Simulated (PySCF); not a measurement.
An unknown is described by computed data only.

Elements present: C, H and S. Monoisotopic mass: 135.9475 u.

| Quantity | Value |
| --- | --- |
| Valence photoelectron | vertical ionisation energy: 8.48 eV [ΔSCF CAM-B3LYP/def2-SVPD] |
| Rotational structure | rotational constants A, B, C: 3.155, 1.718, 1.146 GHz [PBE0-D3(BJ)/def2-SVP] |
| UV, first state | lowest singlet excitation: 2.82 eV (440 nm, f = 0.000) [TDDFT CAM-B3LYP/def2-SVPD] |
| 1H NMR | chemical shifts (computed TMS as zero) by class: 3.50 (4 H) ppm [GIAO PBE0/pcSseg-1] |
| 13C NMR | chemical shifts (computed TMS as zero) by class: 236.1 (1 C), 46.5 (2 C) ppm [GIAO PBE0/pcSseg-1] |
| Dipole | 5.12 D [CAM-B3LYP/def2-SVPD] |
| NMR, other nuclei | isotropic shieldings of nuclei other than C and H, by class: -137 (1 S), 232 (2 S) ppm [GIAO PBE0/pcSseg-1] |
| UV, strongest line | among the 10 lowest singlet transitions: S2 at 4.45 eV (279 nm, f = 0.205) [TDDFT CAM-B3LYP/def2-SVPD] |
| Triplet | lowest triplet excitation (Tamm–Dancoff): 2.45 eV [TDA CAM-B3LYP/def2-SVPD] |
| Polarisability | 98.3 au [CAM-B3LYP/def2-SVPD] |

Gas-phase values; electronic properties from PySCF, density fitting. Levels stand in brackets. One conformer (not necessarily the lowest) at the PBE0-D3(BJ)/def2-SVP geometry, without solvent, vibrations or thermal averaging. Each NMR value is the plain mean over a class of atoms that symmetry, rotation or inversion makes alike.

Question: Which formula fits the mass and the elements?

Answer: C3H4S3 (calculated 135.9475). No other formula that holds each of these elements comes within 0.0003 u with a fitting electron parity and a possible valence count.

Question: Give a SMILES that accounts for the data.

Answer: Numbering: `[S:1]=[C:2]1[S:3][CH2:4][CH2:5][S:6]1`. Its formula, C3H4S3, gives 2 degrees of unsaturation: 1 ring and 1 π bond in the structure found. 3 carbons fall into 2 classes; from least to most shielded: thiocarbonyl carbon [C2] (236.1 ppm), ring sp3 carbon bound to sulfur [C4/C5] (46.5 ppm, 2 C). All hydrogens form one class (3.50 ppm): methylene hydrogen. The other shieldings belong to: -137 ppm, thiocarbonyl sulfur [S1]; 232 ppm, sulfur bonded to 2 C [S3/S6]. S1 is mainly HOMO→LUMO (weight 0.94); the largest Löwdin shares of the orbital it empties are 0.70 on the thiocarbonyl sulfur, 0.13 on the thiocarbonyl carbon and 0.07 on each of 2 atoms of one kind (sulfur bonded to 2 C), of the orbital it fills 0.37 on the thiocarbonyl carbon, 0.33 on the thiocarbonyl sulfur and 0.13 on each of 2 atoms of one kind (sulfur bonded to 2 C). The optimised geometry has point group C2 and is an asymmetric top. Structure: 1,3-dithiolane-2-thione, `S=C1SCCS1`. The assignments are read from this structure; whether some other isomer fits the data as well wasn't checked.
